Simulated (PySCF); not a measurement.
```
wavenumber (cm⁻¹)  absorption (km/mol per cm⁻¹)
                0                         0.002
               25                         0.002
               49                         0.002
               74                         0.002
               99                         0.002
              123                         0.003
              148                         0.003
              172                         0.003
              197                         0.003
              222                         0.003
              246                         0.003
              271                         0.004
              296                         0.004
              320                         0.004
              345                         0.004
              370                         0.004
              394                         0.005
              419                         0.005
              443                         0.006
              468                         0.006
              493                         0.006
              517                         0.007
              542                         0.008
              567                         0.009
              591                         0.010
              616                         0.013
              640                         0.019
              665                         0.043
              690                         0.061
              714                         0.027
              739                         0.020
              764                         0.019
              788                         0.020
              813                         0.022
              838                         0.025
              862                         0.029
              887                         0.034
              911                         0.040
              936                         0.049
              961                         0.061
              985                         0.079
             1010                         0.105
             1035                         0.147
             1059                         0.222
             1084                         0.374
             1109                         0.757
             1133                         2.123
             1158                         6.605
             1182                         2.656
             1207                         1.038
             1232                         0.934
             1256                         2.121
             1281                         1.129
             1306                         0.402
             1330                         0.209
             1355                         0.131
             1380                         0.092
             1404                         0.069
             1429                         0.054
             1453                         0.043
```

This is the computed harmonic infrared spectrum of singlet CF₂, Lorentzian lines of 36 cm⁻¹ full width. These are results of PySCF, PBE0, basis C def2-TZVP, F def2-TZVP (no relativity, density fitting), not measurements.

Question: Which bands make it up, and how are they assigned?

Answer: In C2v symmetry, counting bands above 1 % of the strongest: 1160 cm⁻¹ (b2, 374 km/mol); 1262 cm⁻¹ (a1, 118 km/mol).
